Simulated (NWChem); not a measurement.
System: Na$_{2}$; SMILES [Na][Na]

NWChem input:

```
start job
memory heap 200 mb stack 900 mb global 1100 mb
geometry units angstroms noautoz
  Na     0.000000     0.000000    -1.562476
  Na     0.000000     0.000000     1.562476
end
basis spherical
  * library def2-tzvpd
end
dft
  xc r2scan
  iterations 150
  mulliken
end
task dft energy
```

Excerpt of the output:

```
             Northwest Computational Chemistry Package (NWChem) 7.3.0
             --------------------------------------------------------

 ORDER OF PRIMARY AXIS IS BEING SET TO 4
 D4H symmetry detected

                             Geometry "geometry" -> ""
                             -------------------------

 Output coordinates in angstroms (scale by  1.889725989 to convert to a.u.)

  No.       Tag          Charge          X              Y              Z
 ---- ---------------- ---------- -------------- -------------- --------------
    1 Na                  11.0000     0.00000000     0.00000000    -1.56247600
    2 Na                  11.0000     0.00000000     0.00000000     1.56247600

 Effective nuclear repulsion energy (a.u.)      20.4900578086

      Symmetry information
      --------------------

 Group name             D4h
 Group number             28
 Group order              16
 No. of unique centers     1

                                 NWChem DFT Module
                                 -----------------

 Summary of "ao basis" -> "ao basis" (spherical)
 ------------------------------------------------------------------------------
       Tag                 Description            Shells   Functions and Types
 ---------------- ------------------------------  ------  ---------------------
 Na                        def2-tzvpd               13       35   5s5p3d

      Symmetry analysis of basis
      --------------------------

        a1g        13
        a1u         0
        a2g         0
        a2u        13
        b1g         3
        b1u         3
        b2g         3
        b2u         3
        eg         16
        eu         16

            General Information
            -------------------
          SCF calculation type: DFT
          Wavefunction type:  closed shell.
          No. of atoms     :     2
          No. of electrons :    22
           Alpha electrons :    11
            Beta electrons :    11
          Charge           :     0
          Spin multiplicity:     1
          Use of symmetry is: on ; symmetry adaption is: on
          Maximum number of iterations: 150
          AO basis - number of functions:    70
                     number of shells:    26
          Convergence on energy requested:  1.00D-06
          Convergence on density requested:  1.00D-05
          Convergence on gradient requested:  5.00D-04

              XC Information
              --------------
                      r^2SCAN Method XC Functional
               r^2SCAN metaGGA Exchange Functional  1.000
                     r^2SCAN Correlation Potential  1.000

             Grid Information
             ----------------
          Grid used for XC integration:  medium
          Radial quadrature: Mura-Knowles
          Angular quadrature: Lebedev.
          Tag              B.-S. Rad. Rad. Pts. Rad. Cut. Ang. Pts.
          ---              ---------- --------- --------- ---------
          Na                  1.80       88          20.0       434
          Grid pruning is: on
          Number of quadrature shells:    88
          Spatial weights used:  Erf1

      Superposition of Atomic Density Guess
      -------------------------------------

 Sum of atomic energies:        -323.70362736

      Non-variational initial energy
      ------------------------------

 Total energy =    -323.655612
 1-e energy   =    -496.621708
 2-e energy   =     152.476037
 HOMO         =      -0.142820
 LUMO         =      -0.022794

      Symmetry analysis of molecular orbitals - initial
      -------------------------------------------------

 !! scf_movecs_sym_adapt:   12 vectors were symmetry contaminated

  Symmetry fudging

 !! scf_movecs_sym_adapt:   12 vectors were symmetry contaminated

  Numbering of irreducible representations:

     1 a1g         2 a1u         3 a2g         4 a2u         5 b1g
     6 b1u         7 b2g         8 b2u         9 eg         10 eu

  Orbital symmetries:

     1 a2u         2 a1g         3 a1g         4 a2u         5 a1g
     6 eu          7 eu          8 a2u         9 eg         10 eg
    11 a1g        12 a2u        13 eu         14 eu         15 a1g
    16 eg         17 eg         18 a2u        19 eu         20 eu
    21 a1g

     ---------------------------------------------
      Total Density - Mulliken Population Analysis
     ---------------------------------------------

    Atom       Charge   Shell Charges
 -----------   ------   -------------------------------------------------------
    1 Na  11    11.00   2.00  0.67  1.32  0.66  0.32  5.07  0.92  0.01  0.03 -0.00  0.00  0.00  0.00
    2 Na  11    11.00   2.00  0.67  1.32  0.66  0.32  5.07  0.92  0.01  0.03 -0.00  0.00  0.00  0.00

   convergence    iter        energy       DeltaE   RMS-Dens  Diis-err
 ---------------- ----- ----------------- --------- --------- ---------
 d= 0,ls=0.0,diis     1   -324.5063320342 -3.45D+02  3.55D-03  1.78D-01
 d= 0,ls=0.0,diis     2   -324.5106275674 -4.30D-03  5.78D-04  3.09D-03
 d= 0,ls=0.0,diis     3   -324.5107653149 -1.38D-04  1.96D-04  1.30D-03
 d= 0,ls=0.0,diis     4   -324.5108449676 -7.97D-05  6.12D-05  1.68D-06
 d= 0,ls=0.0,diis     5   -324.5108453479 -3.80D-07  8.84D-06  3.67D-07

         Total DFT energy =     -324.510845347925
      One electron energy =     -496.896808290251
           Coulomb energy =      180.681804228320
    Exchange-Corr. energy =      -28.785899094550
 Nuclear repulsion energy =       20.490057808556

 Numeric. integr. density =       21.999999458035

                  Occupations of the irreducible representations
                  ----------------------------------------------

                     irrep           alpha         beta
                     --------     --------     --------
                     a1g               4.0          4.0
                     a1u               0.0          0.0
                     a2g               0.0          0.0
                     a2u               3.0          3.0
                     b1g               0.0          0.0
                     b1u               0.0          0.0
                     b2g               0.0          0.0
                     b2u               0.0          0.0
                     eg                2.0          2.0
                     eu                2.0          2.0

                       DFT Final Molecular Orbital Analysis
                       ------------------------------------

 Vector    9  Occ=2.000000D+00  E=-1.076256D+00  Symmetry=eg
              MO Center= -2.6D-17, -2.5D-16,  3.4D-11, r^2= 2.7D+00
   Bfn.  Coefficient  Atom+Function         Bfn.  Coefficient  Atom+Function
  ----- ------------  ---------------      ----- ------------  ---------------
     6      0.552630  1 Na px                41     -0.552630  2 Na px
     7      0.257135  1 Na py                42     -0.257135  2 Na py
     9      0.143479  1 Na px                44     -0.143479  2 Na px
    10      0.066760  1 Na py                45     -0.066760  2 Na py

 Vector   10  Occ=2.000000D+00  E=-1.075359D+00  Symmetry=a2u
              MO Center= -1.7D-16, -8.3D-17, -4.4D-13, r^2= 2.7D+00
   Bfn.  Coefficient  Atom+Function         Bfn.  Coefficient  Atom+Function
  ----- ------------  ---------------      ----- ------------  ---------------
     8      0.610215  1 Na pz                43      0.610215  2 Na pz
    11      0.158060  1 Na pz                46      0.158060  2 Na pz

 Vector   11  Occ=2.000000D+00  E=-1.140414D-01  Symmetry=a1g
              MO Center= -1.8D-17,  7.9D-18, -2.3D-16, r^2= 6.5D+00
   Bfn.  Coefficient  Atom+Function         Bfn.  Coefficient  Atom+Function
  ----- ------------  ---------------      ----- ------------  ---------------
     4      0.458266  1 Na s                 39      0.458266  2 Na s
     3     -0.170267  1 Na s                 38     -0.170267  2 Na s
     5      0.136765  1 Na s                 40      0.136765  2 Na s
     2      0.050312  1 Na s                 37      0.050312  2 Na s
    17      0.042486  1 Na pz                52     -0.042486  2 Na pz

 Vector   12  Occ=0.000000D+00  E=-5.950604D-02  Symmetry=a2u
              MO Center=  1.6D-16,  2.3D-16,  2.4D-16, r^2= 1.3D+01
   Bfn.  Coefficient  Atom+Function         Bfn.  Coefficient  Atom+Function
  ----- ------------  ---------------      ----- ------------  ---------------
     4      0.487947  1 Na s                 39     -0.487947  2 Na s
     5      0.322368  1 Na s                 40     -0.322368  2 Na s
    14     -0.159831  1 Na pz                49     -0.159831  2 Na pz
     3     -0.146796  1 Na s                 38      0.146796  2 Na s
    17     -0.111608  1 Na pz                52     -0.111608  2 Na pz

 Vector   13  Occ=0.000000D+00  E=-3.050851D-02  Symmetry=eu
              MO Center=  3.8D-15, -5.6D-16,  8.5D-15, r^2= 1.1D+01
   Bfn.  Coefficient  Atom+Function         Bfn.  Coefficient  Atom+Function
  ----- ------------  ---------------      ----- ------------  ---------------
    12      0.371058  1 Na px                47      0.371058  2 Na px
    15      0.178419  1 Na px                50      0.178419  2 Na px
    13     -0.129180  1 Na py                48     -0.129180  2 Na py
     6     -0.076803  1 Na px                41     -0.076803  2 Na px
    16     -0.062115  1 Na py                51     -0.062115  2 Na py

[...]
```

Level: r2SCAN/def2-TZVPD. Coordinates come from a PBE0/def2-SVP optimisation.
